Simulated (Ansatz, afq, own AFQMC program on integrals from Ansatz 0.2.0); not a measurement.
**CH₂B (quartet): quantum Monte Carlo beside coupled cluster at distance B1–C2 = 2.134 Å, cc-pVDZ**

How near does AFQMC come to the top of the ladder for CH₂B (quartet)?

Method: cc-pVDZ, frozen cores; program: Ansatz 0.2.0, Gaussian basis, and an in-house AFQMC program (afq) on its integrals; all values are calculated.

Plan: PBE (unrestricted); r2SCAN (unrestricted); PBE0 (unrestricted); B3LYP (unrestricted); wB97M-V (unrestricted); B2PLYP (unrestricted); CCSD(T) on UHF; CCSDT(Q) on UHF; Phaseless AFQMC, CISD trial on UHF.

2 further runs of the same task are left out: 2 that didn't finish.

## Step 1: The system

The geometry derives from a PBE0/def2-TZVP stationary point (not a proven minimum). One bond is set to the value named and the two fragments are kept rigid.

4 atoms, charge 0, spin multiplicity 4.

Atoms are counted from 1 here; the program's logs count them from 0.

Bond lengths: B1–H3 1.203 Å, C2–H4 1.092 Å.

## Step 2: PBE (unrestricted)

The input, in.yaml:

```yaml
crystal:
  periodic: [false, false, false]
  atoms:
    - {symbol: B, position_ang: [0.000000, -0.117392, 1.120424]}
    - {symbol: C, position_ang: [0.000000, -0.033172, -1.011914]}
    - {symbol: H, position_ang: [0.000000, 0.882320, 1.790481]}
    - {symbol: H, position_ang: [0.000000, 0.772078, -1.749908]}
basis:
  gaussian: {orbitals: cc-pVDZ}
magnetization: {spin_polarized: true, initial_magnetization: 3}
hamiltonian: {xc: {name: PBE}}
output: {orbitals: {seedname: orbitals}}
```

The run is started by

```bash
$ ansatz run in.yaml --threads 1 --pin off --events-out ev --progress --plain --max-ram 1382MiB
```

Standard output:

```text
Functional definition: PBE
  name "PBE"
  cite "Perdew, Burke & Ernzerhof, Phys. Rev. Lett. 77, 3865 (1996) doi:10.1103/PhysRevLett.77.3865"
  parent pbe
  parameter kappa = 0.804
  parameter beta = 0.06672455060314922
  exchange = pbe_x(kappa = kappa, mu = beta*pi^2/3)
  correlation = pbe_c(beta = beta)
450 factors; their error is unknown
mean field evaluation 1: about -1732.8948 eV, gradient 1.7e1 eV
mean field evaluation 2: about -1719.0563 eV, gradient 4.0e1 eV
mean field evaluation 4: about -1734.8255 eV, gradient 1.3e0 eV
mean field evaluation 8: about -1734.8150 eV, gradient 2.2e-2 eV
mean field -1734.81502926 eV, -63.7532764253 hartree, gradient 8.3e-5 eV, S^2 3.754695; 0 other end points of the search recorded, 0 dependent functions left out
reference -1734.81505720 eV, -63.7532774521 hartree; 8, 5 occupied and 30, 33 virtual orbitals, 450 factors
Total energy: -1734.81505720 eV, -63.7532774521 hartree
```

It took 0.6 s on 1 thread of Arm Neoverse V1, shared host.

From the report: ⟨S²⟩ of the determinant 3.755 (pure quartet: 3.75).

## Step 3: r2SCAN (unrestricted)

in.yaml: that of step 2 with these lines changed.

```diff
@@ -10,3 +10,2 @@
 magnetization: {spin_polarized: true, initial_magnetization: 3}
-hamiltonian: {xc: {name: PBE}}
-output: {orbitals: {seedname: orbitals}}
+hamiltonian: {xc: {name: r2SCAN}}
```

Same command.

Standard output:

```text
Functional definition: r2SCAN
  name "r2SCAN"
  cite "Furness, Kaplan, Ning, Perdew & Sun, J. Phys. Chem. Lett. 11, 8208 (2020) doi:10.1021/acs.jpclett.0c02405"
  cite "Furness, Kaplan, Ning, Perdew & Sun, J. Phys. Chem. Lett. 11, 9248 (2020) doi:10.1021/acs.jpclett.0c03077"
  parent r2scan
  parameter k0 = 0.174
  parameter k1 = 0.065
  parameter a1 = 4.9479
  exchange = r2scan_x(k0 = k0, k1 = k1, a1 = a1)
  correlation = r2scan_c
450 factors; their error is unknown
mean field evaluation 1: about -1735.0625 eV, gradient 1.5e1 eV
mean field evaluation 2: about -1725.6539 eV, gradient 3.4e1 eV
mean field evaluation 4: about -1736.5946 eV, gradient 1.0e0 eV
mean field evaluation 8: about -1736.6080 eV, gradient 5.1e-2 eV
mean field evaluation 16: about -1736.5852 eV, gradient 1.0e-4 eV
mean field -1736.58520483 eV, -63.8183291778 hartree, gradient 3.6e-5 eV, S^2 3.760255; 0 other end points of the search recorded, 0 dependent functions left out
reference -1736.58521398 eV, -63.8183295141 hartree; 8, 5 occupied and 30, 33 virtual orbitals, 450 factors
Total energy: -1736.58521398 eV, -63.8183295141 hartree
```

Run time: 1.6 s. Hardware: 1 thread of Arm Neoverse V1, shared host.

From the report: ⟨S²⟩ of the determinant 3.760 (pure quartet: 3.75).

## Step 4: PBE0 (unrestricted)

in.yaml: that of step 3 with these lines changed.

```diff
@@ -10,2 +10,3 @@
 magnetization: {spin_polarized: true, initial_magnetization: 3}
-hamiltonian: {xc: {name: r2SCAN}}
+hamiltonian: {xc: {name: PBE0}}
+output: {orbitals: {seedname: orbitals}}
```

Launched as before.

Standard output:

```text
Functional definition: PBE0
  name "PBE0"
  cite "Adamo & Barone, J. Chem. Phys. 110, 6158 (1999) doi:10.1063/1.478522"
  cite "Perdew, Burke & Ernzerhof, Phys. Rev. Lett. 77, 3865 (1996) doi:10.1103/PhysRevLett.77.3865"
  parent pbe
  parameter a = 0.25
  parameter kappa = 0.804
  parameter beta = 0.06672455060314922
  exchange = (1 - a)*pbe_x(kappa = kappa, mu = beta*pi^2/3) + a*exact_x
  correlation = pbe_c(beta = beta)
354 factors; integrals over basis functions are off by at most 1.3e-3 eV
mean field evaluation 1: about -1733.8349 eV, gradient 1.3e1 eV
mean field evaluation 2: about -1730.8382 eV, gradient 2.3e1 eV
mean field evaluation 4: about -1735.1385 eV, gradient 7.0e-1 eV
mean field evaluation 8: about -1735.1471 eV, gradient 3.2e-2 eV
mean field evaluation 16: about -1735.1471 eV, gradient 5.1e-5 eV
mean field -1735.14714619 eV, -63.7654814973 hartree, gradient 5.1e-5 eV, S^2 3.757232; 0 other end points of the search recorded, 0 dependent functions left out
reference -1735.14716728 eV, -63.7654822725 hartree; 8, 5 occupied and 30, 33 virtual orbitals, 354 factors
Total energy: -1735.14716728 eV, -63.7654822725 hartree
```

It took 0.7 s on 1 thread of Arm Neoverse V1, shared host.

From the report: ⟨S²⟩ of the determinant 3.757 (pure quartet: 3.75).

## Step 5: B3LYP (unrestricted)

in.yaml: that of step 4 with these lines changed.

```diff
@@ -10,3 +10,2 @@
 magnetization: {spin_polarized: true, initial_magnetization: 3}
-hamiltonian: {xc: {name: PBE0}}
-output: {orbitals: {seedname: orbitals}}
+hamiltonian: {xc: {name: B3LYP}}
```

Same command.

Standard output, cut to the lines that bear on the results:

```text
Functional definition: B3LYP
  name "B3LYP"
  cite "Stephens, Devlin, Chabalowski & Frisch, J. Phys. Chem. 98, 11623 (1994) doi:10.1021/j100096a001"
  cite "Becke, Phys. Rev. A 38, 3098 (1988) doi:10.1103/PhysRevA.38.3098"
  cite "Lee, Yang & Parr, Phys. Rev. B 37, 785 (1988) doi:10.1103/PhysRevB.37.785"
  cite "Vosko, Wilk & Nusair, Can. J. Phys. 58, 1200 (1980) doi:10.1139/p80-159"
[...]
354 factors; integrals over basis functions are off by at most 1.3e-3 eV
[...]
mean field -1737.68834052 eV, -63.8588686666 hartree, gradient 3.3e-5 eV, S^2 3.756095; 0 other end points of the search recorded, 0 dependent functions left out
reference -1737.68852348 eV, -63.8588753903 hartree; 8, 5 occupied and 30, 33 virtual orbitals, 354 factors
Total energy: -1737.68852348 eV, -63.8588753903 hartree
```

Run time: 0.72 s. Hardware: 1 thread of Arm Neoverse V1, shared host.

From the report: ⟨S²⟩ of the determinant 3.756 (pure quartet: 3.75).

## Step 6: wB97M-V (unrestricted)

in.yaml: that of step 5 with these lines changed.

```diff
@@ -10,2 +10,3 @@
 magnetization: {spin_polarized: true, initial_magnetization: 3}
-hamiltonian: {xc: {name: B3LYP}}
+hamiltonian: {xc: {name: wB97M-V}}
+output: {orbitals: {seedname: orbitals}}
```

Same command.

Standard output, cut to the lines that bear on the results:

```text
Functional definition: wB97M-V
  name "wB97M-V"
  cite "Mardirossian & Head-Gordon, J. Chem. Phys. 144, 214110 (2016) doi:10.1063/1.4952647"
  cite "Becke, J. Chem. Phys. 107, 8554 (1997) doi:10.1063/1.475007"
  cite "Vydrov & Van Voorhis, J. Chem. Phys. 133, 244103 (2010) doi:10.1063/1.3521275"
  # Of w^i u^j: cxij and so on, Table III.
[...]
  gx(w, u) = 1 - cx + cx01*u + cx10*w
  gss(w, u) = css00 + css04*u^4 + css10*w + css20*w^2 + css43*w^4*u^3
  gos(w, u) = cos00 + cos10*w + (cos20 + cos21*u)*w^2 + (cos60 + cos61*u)*w^6
[...]
      + integral(e_c_pw_mod_opposite_spin*gos(b97_w_opposite, b97_u_opposite)) + vv10(b, c)
354 factors; integrals over basis functions are off by at most 1.3e-3 eV
125 factors; integrals over basis functions are off by at most 1.4e-5 eV
[...]
mean field -1736.27639228 eV, -63.8069805259 hartree, gradient 4.2e-5 eV, S^2 3.756081; 0 other end points of the search recorded, 0 dependent functions left out
reference -1736.27642290 eV, -63.8069816511 hartree; 8, 5 occupied and 30, 33 virtual orbitals, 354 factors
Total energy: -1736.27642290 eV, -63.8069816511 hartree
```

Run time: 2.8 s. Hardware: 1 thread of Arm Neoverse V1, shared host.

From the report: ⟨S²⟩ of the determinant 3.756 (pure quartet: 3.75).

## Step 7: B2PLYP (unrestricted)

in.yaml: that of step 6 with these lines changed.

```diff
@@ -10,3 +10,3 @@
 magnetization: {spin_polarized: true, initial_magnetization: 3}
-hamiltonian: {xc: {name: wB97M-V}}
-output: {orbitals: {seedname: orbitals}}
+hamiltonian: {xc: {name: B2PLYP}}
+correlation: {electrons: outside_noble_gas}
```

Same command.

Standard output, cut to the lines that bear on the results:

```text
Functional definition: B2PLYP
  name "B2PLYP"
  cite "Grimme, J. Chem. Phys. 124, 034108 (2006) doi:10.1063/1.2148954"
  cite "Becke, Phys. Rev. A 38, 3098 (1988) doi:10.1103/PhysRevA.38.3098"
  cite "Lee, Yang & Parr, Phys. Rev. B 37, 785 (1988) doi:10.1103/PhysRevB.37.785"
[...]
354 factors; integrals over basis functions are off by at most 1.3e-3 eV
[...]
mean field -1734.04498166 eV, -63.7249776980 hartree, gradient 3.0e-6 eV, S^2 3.762850; 0 other end points of the search recorded, 0 dependent functions left out
2 core orbitals not correlated: weight in the atoms' cores, before any rotation towards them, 1.000 or more for the frozen orbitals, at most 0.000 for the correlated occupied ones
reference -1734.04509937 eV, -63.7249820239 hartree; 6, 3 occupied and 30, 33 virtual orbitals, 354 factors
second order -5.06013561 eV of doubles, -0.00000000 eV of singles
Total energy: -1735.41133599 eV, -63.7751902934 hartree
```

Run time: 0.85 s. Hardware: 1 thread of Arm Neoverse V1, shared host.

From the report: ⟨S²⟩ of the determinant 3.763 (pure quartet: 3.75).

## Step 8: CCSD(T) on UHF

in.yaml: that of step 7 with these lines changed.

```diff
@@ -10,3 +10,2 @@
 magnetization: {spin_polarized: true, initial_magnetization: 3}
-hamiltonian: {xc: {name: B2PLYP}}
-correlation: {electrons: outside_noble_gas}
+correlation: {method: ccsd_t, electrons: outside_noble_gas, hamiltonian_folder: ham}
```

The command is unchanged.

Standard output, cut to the lines that bear on the results:

```text
Functional definition: HF
  name "HF"
  cite "Fock, Z. Phys. 61, 126 (1930) doi:10.1007/BF01340294"
  parent pbe
[...]
354 factors; integrals over basis functions are off by at most 1.3e-3 eV
[...]
mean field -1727.33474424 eV, -63.4783810212 hartree, gradient 2.0e-6 eV, S^2 3.796924; 2 other end points of the search recorded, 0 dependent functions left out
determinant -1727.33474424 eV, -63.4783810212 hartree, with singles and doubles -1732.17895854 eV, -63.6564026134 hartree
determinant -1725.12215941 eV, -63.3970700287 hartree, with singles and doubles -1729.98270694 eV, -63.5756918556 hartree
determinant -1725.03710259 eV, -63.3939442479 hartree, with singles and doubles -1730.09033361 eV, -63.5796470629 hartree
2 core orbitals not correlated: weight in the atoms' cores, before any rotation towards them, 1.000 or more for the frozen orbitals, at most 0.000 for the correlated occupied ones
reference -1727.33474424 eV, -63.4783810212 hartree; 6, 3 occupied and 30, 33 virtual orbitals, 354 factors
second order -3.84121232 eV of doubles, -0.00000000 eV of singles
cycle   1  -4.84393008 eV  change    2.8e-4 eV  update   2.2e-3
[...]
cycle   8  -4.84544234 eV  change    6.4e-6 eV  update   6.6e-6
perturbative correction -0.14810119 eV, -0.0054426184 hartree
Total energy: -1732.32828777 eV, -63.6618903613 hartree
```

Wall time 1.3 s (1 thread of Arm Neoverse V1, shared host).

From the report: ⟨S²⟩ of the determinant 3.797 (pure quartet: 3.75); correlation -4.9935 eV; T1 0.035; largest double amplitude 0.05.

This run also writes the integrals to the folder ham.

## Step 9: CCSDT(Q) on UHF

in.yaml: that of step 8 with these lines changed.

```diff
@@ -10,2 +10,2 @@
 magnetization: {spin_polarized: true, initial_magnetization: 3}
-correlation: {method: ccsd_t, electrons: outside_noble_gas, hamiltonian_folder: ham}
+correlation: {method: ccsdt_q, electrons: outside_noble_gas}
```

Launched as before.

Standard output, cut to the lines that bear on the results:

```text
Functional definition: HF
  name "HF"
  cite "Fock, Z. Phys. 61, 126 (1930) doi:10.1007/BF01340294"
  parent pbe
[...]
687 factors; integrals over basis functions are off by at most 1.6e-7 eV
[...]
mean field -1727.33475520 eV, -63.4783814241 hartree, gradient 2.0e-6 eV, S^2 3.796924; 2 other end points of the search recorded, 0 dependent functions left out
determinant -1727.33475520 eV, -63.4783814241 hartree, with singles and doubles -1732.17895798 eV, -63.6564025926 hartree
determinant -1725.12217918 eV, -63.3970707550 hartree, with singles and doubles -1729.98271251 eV, -63.5756920605 hartree
determinant -1725.03712116 eV, -63.3939449305 hartree, with singles and doubles -1730.09034093 eV, -63.5796473318 hartree
2 core orbitals not correlated: weight in the atoms' cores, before any rotation towards them, 1.000 or more for the frozen orbitals, at most 0.000 for the correlated occupied ones
reference -1727.33475520 eV, -63.4783814241 hartree; 6, 3 occupied and 30, 33 virtual orbitals, 687 factors
second order -3.84122114 eV of doubles, -0.00000000 eV of singles
cycle   1  -4.49073978 eV  change   -6.5e-1 eV  update   7.7e-2
[...]
cycle  22  -5.04322827 eV  change    6.4e-7 eV  update   2.6e-7
perturbative correction -0.01152364 eV, -0.0004234859 hartree
Total energy: -1732.38950711 eV, -63.6641401304 hartree
```

Run time: 14 s. Hardware: 1 thread of Arm Neoverse V1, shared host.

From the report: ⟨S²⟩ of the determinant 3.797 (pure quartet: 3.75); correlation -5.0548 eV; T1 0.039; largest double amplitude 0.07.

## Step 10: Phaseless AFQMC, CISD trial on UHF

It reads the integrals that the CCSD(T) run on this determinant wrote.

The run is started by

```bash
$ afq ham --method phaseless --trial cisd --walkers 60 --populations 1 --least-time 40 --time-step 0.005 --steps-per-block 50 --equilibration-blocks 40 --max-blocks 300 --target-error 0.00072 --factor-cut 1e-05 --start spin_pure --seed 6446 --release-times 0.24,0.51,0.99,1.62,2.4 --release-step 0.03 --release-every 4 --taylor-order 6
```

Standard output:

```text
orbitals 36  electrons 6 3  factors 267 of 354
reference energy -63.47838102 Eh
CCSD correlation -0.17806638 Eh in 13 cycles, weight of the determinant in the CISD state 0.8818
energy of the start -63.655162 Eh
 block  time / (1/Eh)  mean weight  energy / Eh
     1     0.250  0.9988  -63.654951
     2     0.500  0.9986  -63.657217
     3     0.750  0.9980  -63.657719
     4     1.000  0.9987  -63.660466
     5     1.250  0.9984  -63.662529
     6     1.500  1.0012  -63.663180
     7     1.750  1.0003  -63.661947
     8     2.000  1.0003  -63.661427
     9     2.250  0.9991  -63.664567
    10     2.500  1.0013  -63.661126
    11     2.750  1.0010  -63.661543
    16     4.000  1.0006  -63.662229
    21     5.250  1.0004  -63.665474
    26     6.500  0.9994  -63.658172
    31     7.750  0.9981  -63.664525
    36     9.000  0.9998  -63.670845
    41    10.250  0.9996  -63.671499
    46    11.500  1.0010  -63.662899
    51    12.750  1.0003  -63.663494
    56    14.000  0.9992  -63.662991
    61    15.250  1.0000  -63.662312
    66    16.500  1.0017  -63.662596
    71    17.750  0.9978  -63.659356
    76    19.000  0.9996  -63.661524
    81    20.250  1.0019  -63.656072
    86    21.500  1.0001  -63.660058
    91    22.750  0.9972  -63.662800
    96    24.000  1.0026  -63.661813
   101    25.250  1.0015  -63.663250
   106    26.500  0.9978  -63.671230
   111    27.750  1.0000  -63.659249
   116    29.000  1.0013  -63.663669
   121    30.250  1.0016  -63.664838
   126    31.500  0.9986  -63.664287
   131    32.750  0.9992  -63.665319
   136    34.000  1.0023  -63.671812
   141    35.250  1.0002  -63.668558
   146    36.500  0.9978  -63.662259
   151    37.750  0.9993  -63.661998
   156    39.000  1.0007  -63.660401
   161    40.250  1.0012  -63.667238
   166    41.500  0.9999  -63.666839
   171    42.750  1.0011  -63.664025
   176    44.000  0.9986  -63.673425
   181    45.250  0.9980  -63.660195
   186    46.500  1.0025  -63.661800
   191    47.750  0.9991  -63.660591
   196    49.000  1.0005  -63.659416
blocks merged  error / Eh  count
     1  0.000341  160
     2  0.000424  80
     4  0.000507  40
     8  0.000631  20
    16  0.000807  10
released: time / (1/Eh)  energy / Eh  error  mean overlap
  0.24  -63.663018  0.000519  0.9963
  0.51  -63.663935  0.000518  0.9938
  0.99  -63.663248  0.000519  0.9996
  1.62  -63.664389  0.001020  0.9748
  2.40  -63.664377  0.000788  0.9653
energy -63.663275 +/- 0.000631 Eh
```

Run time: 3.9 min. Hardware: 1 thread of Arm Neoverse V1, shared host.

Energy -1732.3660 ± 0.0172 eV. Caveats: constraint bias not in the error. The error still grows with block length (0.0138 to 0.0220 eV), so the bar may be too small.

## Step 11: AFQMC on the ladder

On the UHF determinant, counted from CCSDT(Q) (a yardstick, not exact):

```tsv
level	energy (eV)	from CCSDT(Q) (meV)	statistical error (meV)	time
HF	-1727.3347	+5054.8		
MP2	-1731.1760	+1213.6		
CCSD	-1732.1802	+209.3		
CCSD(T)	-1732.3283	+61.2		
CCSDT(Q)	-1732.3895	0.0		
Phaseless AFQMC, CISD trial, step 0.005, 60 walkers	-1732.3660	+23.5	17.2	3.9 min
```

The functionals' totals stand on their own zeros and serve differences with other points: PBE -1734.815 eV; r2SCAN -1736.585 eV; PBE0 -1735.147 eV; B3LYP -1737.689 eV; wB97M-V -1736.276 eV; B2PLYP -1735.411 eV.

## Step 12: Outcome

```
                                        quantity             value
                    CCSD(T) on UHF from CCSDT(Q)         +61.2 meV
Phaseless AFQMC, CISD trial on UHF from CCSDT(Q)  +23.5 ± 17.2 meV
```

In words: On UHF the phaseless walk with the CISD trial lies +23.5 meV from CCSDT(Q), within three error bars. Error bars are statistical and leave out the constraint, the time step and what remains of the start.
